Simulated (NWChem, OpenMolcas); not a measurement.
# How basis sets differ on CH4Si (SMILES C[SiH])

The species is CH4Si (6 atoms), meant as a singlet with charge 0. SMILES: `C[SiH]`. Geometry: relaxed at PBE0-D4/def2-TZVP.

Each level gives the dipole moment (D). The values are calculated.

```
                               level          kind     program  value (D)
                HF/ANO-RCC-MB (DKH2)  Hartree–Fock  OpenMolcas       0.90
                           HF/STO-3G  Hartree–Fock      NWChem       0.15
                            HF/3-21G  Hartree–Fock  OpenMolcas       1.23
HF/ANO-RCC-VDZP (DKH2, RICD fitting)  Hartree–Fock  OpenMolcas       1.11
                         HF/def2-SVP  Hartree–Fock      NWChem       1.13
                        HF/def2-TZVP  Hartree–Fock      NWChem       1.11
HF/ANO-RCC-VTZP (DKH2, RICD fitting)  Hartree–Fock  OpenMolcas       1.14
```

The values span 0.15 to 1.23 D. Magnitudes only. Sets without polarisation functions give poor dipoles. Without the sets that lack polarisation functions the rows with a basis span only 1.11 to 1.14 D.
